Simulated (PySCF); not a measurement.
# Relative stability

The two ends of one reaction step of CH₆BN, singlet (PBE0-D4/def2-TZVP).

A:

| atom | x (Å) | y (Å) | z (Å) |
| --- | --- | --- | --- |
| B1 | -1.5253 | -0.0393 | -1.2486 |
| C2 | 1.1238 | 0.4176 | 1.2076 |
| N3 | -1.2750 | -1.0998 | -1.8252 |
| H4 | 1.0059 | -0.4100 | 0.5087 |
| H5 | -1.7636 | 0.9686 | -0.7013 |
| H6 | 2.0172 | 0.2624 | 1.8119 |
| H7 | 1.2200 | 1.3505 | 0.6524 |
| H8 | 0.2512 | 0.4700 | 1.8586 |
| H9 | -1.0807 | -1.9517 | -2.2937 |

B:

```
9
angstrom
B -0.4630 0.0165 -0.3613
C 0.2078 0.8503 0.7853
N 0.0714 -1.1891 -0.8056
H 0.9097 -1.5933 -0.4223
H -1.4697 0.3970 -0.8972
H 1.1190 0.4031 1.1932
H 0.4549 1.8568 0.4305
H -0.4960 0.9963 1.6118
H -0.3427 -1.7381 -1.5385
```

Program: PySCF 2.14 with density fitting (its default auxiliary sets; JK sets also for MP2 and CCSD(T)). Basis: def2-TZVPP. Cores are frozen in the correlated methods. B3LYP uses VWN-RPA correlation.

Which structure is lower at CCSD(T), and by how much? (Judge from chemistry; the value comes from the calculation.)

By the calculation: B, by 132.0 kJ/mol (electronic energy, against the other). By their contacts, A is a complex of BNH₂ ([BH][NH]) + CH₄ and B is CH₆BN ([CH3][BH][NH2]).

All methods give the same order:

```tsv
method	E(B) − E(A) (kJ/mol)
SPW92	-171.3
PBE-D4	-140.7
r2SCAN-D4	-144.4
PBE0-D4	-153.4
B3LYP-D4	-130.9
BHLYP-D4	-144.5
wB97M-V	-138.8
HF	-135.1
MP2	-130.4
CCSD	-135.3
CCSD(T)	-132.0
```

T1 diagnostic: at most 0.013.

Labels in which every atom is bracketed show which atoms are joined, not bond orders.

For scale, one of the runs: CCSD(T)/def2-TZVPP, 177 basis functions, launched by `OMP_NUM_THREADS=4 python run.py`. Hardware: 4 CPU threads of an Arm Neoverse V1, shared host. Wall time 2.8 min; peak host memory 1.5 GiB.
